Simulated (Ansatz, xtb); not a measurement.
**CH5AlO: which of two isomers lies lower**

We compare I, `C[O][AlH2]`, a singlet, with II, `[CH2]1[OH+][AlH2-]1`, a singlet. Both are isolated molecules in the gas phase, relaxed with PBE0-D3(BJ)/pcseg-1; the shapes shown needn't be the lowest conformers.

I (Å):

```json
{"atom": "C", "x (Å)": "-0.3191", "y (Å)": "1.8806", "z (Å)": "0.0253"}
{"atom": "Al", "x (Å)": "-0.3089", "y (Å)": "1.2374", "z (Å)": "-2.7670"}
{"atom": "O", "x (Å)": "-0.0976", "y (Å)": "1.0590", "z (Å)": "-1.0847"}
{"atom": "H", "x (Å)": "0.6222", "y (Å)": "2.0370", "z (Å)": "0.5701"}
{"atom": "H", "x (Å)": "-1.0283", "y (Å)": "1.3991", "z (Å)": "0.7126"}
{"atom": "H", "x (Å)": "-0.7243", "y (Å)": "2.8675", "z (Å)": "-0.2501"}
{"atom": "H", "x (Å)": "0.0930", "y (Å)": "-0.0063", "z (Å)": "-3.6541"}
{"atom": "H", "x (Å)": "-0.8840", "y (Å)": "2.6139", "z (Å)": "-3.3175"}
```

II (Å):

```yaml
atoms:
  - { symbol: C, position_ang: [-1.0377, 1.7953, -0.6038] }
  - { symbol: Al, position_ang: [0.1807, 2.2209, -2.0750] }
  - { symbol: O, position_ang: [0.1492, 0.8570, -0.6113] }
  - { symbol: H, position_ang: [-0.1154, -0.0665, -0.7205] }
  - { symbol: H, position_ang: [-1.0603, 2.2738, 0.3783] }
  - { symbol: H, position_ang: [-1.9562, 1.2267, -0.7798] }
  - { symbol: H, position_ang: [-0.1323, 1.4956, -3.4561] }
  - { symbol: H, position_ang: [1.3734, 3.2449, -1.8680] }
```

Quicker runs give these differences E(II) − E(I): GFN2-xTB +48.4 kcal/mol; HF/STO-3G +18.5 kcal/mol (at GFN2-xTB geometries); r2SCAN-D4/def2-SVP +33.6 kcal/mol (at GFN2-xTB geometries).

Task: Estimate E(II) − E(I) at the level CCSD(T)/def2-TZVP.

Result: Calculated at CCSD(T)/def2-TZVP: E(II) − E(I) = +33.5 kcal/mol, so structure I lies lower.

How the difference moves with the method:

| level | geometry | E(II) − E(I) (kcal/mol) | departure from the last row (kcal/mol) | job, with rough time for the two |
| --- | --- | --- | --- | --- |
| GFN2-xTB | GFN2-xTB | +48.4 | +14.9 | optimisation, 1.5 s |
| HF/STO-3G | GFN2-xTB | +18.5 | −15.0 | single point, 2 s |
| r2SCAN-D4/def2-SVP | GFN2-xTB | +33.6 | +0.1 | single point, 11 s |
| PBE0-D3(BJ)/pcseg-1 | PBE0-D3(BJ)/pcseg-1 | +31.6 | −1.8 | optimisation, 5.3 min |
| HF/def2-TZVP | PBE0-D3(BJ)/pcseg-1 | +37.8 | +4.3 | part of the CCSD(T) run |
| MP2/def2-TZVP | PBE0-D3(BJ)/pcseg-1 | +34.3 | +0.8 | part of the CCSD(T) run |
| CCSD(T)/def2-TZVP | PBE0-D3(BJ)/pcseg-1 | +33.5 |  | single point, 54 s |

As drawn, II has 1 C–Al, 1 O–H in place of 1 C–H. Structure I has no ring, II a 3-membered ring.

None of the levels shown reverses the order. The largest departure from CCSD(T)/def2-TZVP is that of HF/STO-3G, 15.0 kcal/mol.

With harmonic frequencies from PBE0-D3(BJ)/pcseg-1 (ideal gas, rigid rotor, one conformer each, 298.15 K, 1 atm): on the last row, ΔE + ΔZPE = +33.0, ΔH = +32.6, ΔG = +33.7 kcal/mol.

The correlated steps freeze 7 core orbitals. Mirror images aren't counted in ΔG. Programs: Ansatz 0.2.0, xtb 6.7.1; the last row on 1 thread of Intel(R) Xeon(R) Processor @ 2.50GHz (Skylake/Cascade Lake) on a shared host.
